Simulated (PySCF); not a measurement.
H6Si2, SMILES [SiH3][SiH3] (connectivity only; charge and spin as stated), charge +1, multiplicity 2. Atoms are numbered in the order given.

```xyz
8

Si     0.0000     0.0000    -1.3860
Si     0.0000     0.0000     1.3860
H     -1.2619    -0.7285    -1.5869
H      1.2619    -0.7285    -1.5869
H      0.0000     1.4571    -1.5869
H     -1.2619     0.7285     1.5869
H      1.2619     0.7285     1.5869
H      0.0000    -1.4571     1.5869
```
Charge +1, spin multiplicity 2.

Geometry optimised at B3LYP-D3(BJ)/def2-TZVP. The multiplicity is an assumed one; other spin states were not compared.

The numbers are results of PBE/pcH-1 (PySCF), not measurements.

Unrestricted Kohn–Sham, ⟨S²⟩ = 0.752. Hyperfine tensors hold the contact and dipolar terms, without spin-orbit corrections.

Q: Estimate the hyperfine couplings. (Estimate from the structure and the level; the computed values follow.)

A: 
```tsv
nucleus	A(iso) (MHz)	A(iso) (G)	dipolar principal values (MHz)
29Si no. 1	-35.9	-12.8	-106.0, 53.0, 53.0
29Si no. 2	-35.9	-12.8	-106.0, 53.0, 53.0
1H no. 3	15.5	5.5	-7.9, 1.5, 6.5
1H no. 4	15.5	5.5	-7.9, 1.5, 6.5
1H no. 5	15.5	5.5	-7.9, 1.5, 6.5
1H no. 6	15.5	5.5	-7.9, 1.5, 6.5
1H no. 7	15.5	5.5	-7.9, 1.5, 6.5
1H no. 8	15.5	5.5	-7.9, 1.5, 6.5
```

Q: And the g tensor (effective nuclear charges for spin-orbit coupling, GIAO)? (Estimate from the structure and the level; the computed values follow.)

A: principal values 2.0023, 2.0113, 2.0113; isotropic 2.0083.
